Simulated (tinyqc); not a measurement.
Inside a calculation. Method: CCSD on RHF in the sto-6g basis, frozen core, for H2O, spin multiplicity 1. One step of it, computed by the program tinyqc.

Problem. Iteration 8 (converged): orbitals. Diagonalise F' = X^T F X, C = X C', fill 5 alpha and 5 beta electrons from the bottom; D = 2 C_occ C_occ^T. Each column has its largest component positive (the first on a tie).

converged F (hartree):
```
,1O 1s,1O 2s,1O 2px,1O 2py,1O 2pz,2H 1s,3H 1s
1O 1s,-20.518639,-4.964729,0.000000,0.000000,-0.026511,-0.977193,-0.977193
1O 2s,-4.964729,-2.322040,0.000000,0.000000,-0.096242,-0.872594,-0.872594
1O 2px,0.000000,0.000000,-0.396734,0.000000,0.000000,0.000000,0.000000
1O 2py,0.000000,0.000000,0.000000,-0.268230,0.000000,-0.363028,0.363028
1O 2pz,-0.026511,-0.096242,0.000000,0.000000,-0.310812,-0.354740,-0.354740
2H 1s,-0.977193,-0.872594,0.000000,-0.363028,-0.354740,-0.476584,-0.317208
3H 1s,-0.977193,-0.872594,0.000000,0.363028,-0.354740,-0.317208,-0.476584
```

X:
```
,1O 1s,1O 2s,1O 2px,1O 2py,1O 2pz,2H 1s,3H 1s
1O 1s,1.022521,-0.134705,0.000000,0.000000,-0.008152,0.018260,0.018260
1O 2s,-0.134705,1.185193,0.000000,0.000000,0.089076,-0.246623,-0.246623
1O 2px,0.000000,0.000000,1.000000,0.000000,0.000000,0.000000,0.000000
1O 2py,0.000000,0.000000,0.000000,1.081686,0.000000,-0.189777,0.189777
1O 2pz,-0.008152,0.089076,0.000000,0.000000,1.048286,-0.134132,-0.134132
2H 1s,0.018260,-0.246623,0.000000,-0.189777,-0.134132,1.157161,-0.077585
3H 1s,0.018260,-0.246623,0.000000,0.189777,-0.134132,-0.077585,1.157161
```

Give: F' = X^T F X; orbital energies; coefficients C; D after iteration 8.

Solution.

F' = X^T F X (hartree):
```
,1,2,3,4,5,6,7
1,-20.1922,-2.5035,0.0000,0.0000,-0.0474,-0.1501,-0.1501
2,-2.5035,-1.2460,0.0000,0.0000,0.1102,-0.4405,-0.4405
3,0.0000,0.0000,-0.3967,0.0000,0.0000,0.0000,0.0000
4,0.0000,0.0000,0.0000,-0.0272,0.0000,-0.4186,0.4186
5,-0.0474,0.1102,0.0000,0.0000,-0.1633,-0.3223,-0.3223
6,-0.1501,-0.4405,0.0000,-0.4186,-0.3223,-0.0099,-0.0879
7,-0.1501,-0.4405,0.0000,0.4186,-0.3223,-0.0879,-0.0099
```

orbital energies (hartree): MO1 -20.5217, MO2 -1.2405, MO3 -0.5690, MO4 -0.4588, MO5 -0.3967, MO6 0.5218, MO7 0.6197

coefficients C:
```
,MO1,MO2,MO3,MO4,MO5,MO6,MO7
1O 1s,0.9968,-0.2251,0.0000,0.0925,0.0000,-0.1079,0.0000
1O 2s,0.0148,0.8695,0.0000,-0.5106,0.0000,0.7318,0.0000
1O 2px,0.0000,0.0000,0.0000,0.0000,1.0000,0.0000,0.0000
1O 2py,0.0000,0.0000,0.6168,0.0000,0.0000,0.0000,0.9282
1O 2pz,0.0027,0.1044,0.0000,0.7451,0.0000,0.7595,0.0000
2H 1s,-0.0031,0.1457,0.4494,0.3163,0.0000,-0.7353,-0.7722
3H 1s,-0.0031,0.1457,-0.4494,0.3163,0.0000,-0.7353,0.7722
```

D after iteration 8:
```
,1O 1s,1O 2s,1O 2px,1O 2py,1O 2pz,2H 1s,3H 1s
1O 1s,2.1056,-0.4564,0.0000,0.0000,0.0963,-0.0132,-0.0132
1O 2s,-0.4564,2.0338,0.0000,0.0000,-0.5791,-0.0698,-0.0698
1O 2px,0.0000,0.0000,2.0000,0.0000,0.0000,0.0000,0.0000
1O 2py,0.0000,0.0000,0.0000,0.7609,0.0000,0.5544,-0.5544
1O 2pz,0.0963,-0.5791,0.0000,0.0000,1.1321,0.5018,0.5018
2H 1s,-0.0132,-0.0698,0.0000,0.5544,0.5018,0.6465,-0.1614
3H 1s,-0.0132,-0.0698,0.0000,-0.5544,0.5018,-0.1614,0.6465
```
